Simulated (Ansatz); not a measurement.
Energy needed to pull apart Si2HCl, singlet, into free ground-state atoms, from the structure below (at a frame of a short PBE0-D4/def2-SVP trajectory); no zero-point or spin–orbit terms; open-shell atoms are treated unrestricted, in their ground-state multiplicity.

| atom | x (Å) | y (Å) | z (Å) |
| --- | --- | --- | --- |
| Si1 | -0.5911 | 0.1361 | -0.6691 |
| Si2 | 0.6237 | -1.4299 | 0.3961 |
| Cl3 | 1.3893 | 0.1138 | 1.6428 |
| H4 | -1.6412 | 0.7880 | -1.5136 |

Ansatz 0.2.0; basis: def2-TZVPP; cores frozen in the correlated methods.

| method | atomization energy (kcal/mol) |
| --- | --- |
| PBE-D4 | 222.3 |
| r2SCAN-D4 | ? |
| PBE0-D4 | ? |
| wB97M-V | 213.9 |
| HF | 123.2 |
| MP2 | 203.5 |
| CCSD | 193.2 |
| CCSD(T) | 202.5 |

Question: What does PBE0-D4 give? (To be estimated.)

Answer: Computed: 212.5 kcal/mol, which is about 10.0 kcal/mol more than CCSD(T)/def2-TZVPP.

Question: What does r2SCAN-D4 give? (To be estimated.)

Answer: By the calculation: 215.2 kcal/mol, which is about 12.7 kcal/mol more than CCSD(T)/def2-TZVPP.

In triple zeta the MP2 and coupled-cluster atomization energies are still short of their basis limit by a few kcal/mol a bond, whereas those of the functionals are nearly converged, so these differences are not deviations from converged CCSD(T).

No T1 diagnostic of these runs exceeds 0.032. The T1 diagnostic is large here, which may signal multireference character or strong orbital relaxation, so CCSD(T) is less sure. The restricted Hartree–Fock reference is unstable towards an unrestricted one here.

For scale, one of the runs: CCSD(T)/def2-TZVPP forces, 140 basis functions, launched by `ansatz run in.yaml --threads 2 --pin off --events-out ev --progress --plain --max-ram 3481MiB`. The run took 49 s on 2 CPU threads of an Arm Neoverse V2 (shared host), with 1.1 GiB of host memory at its peak.
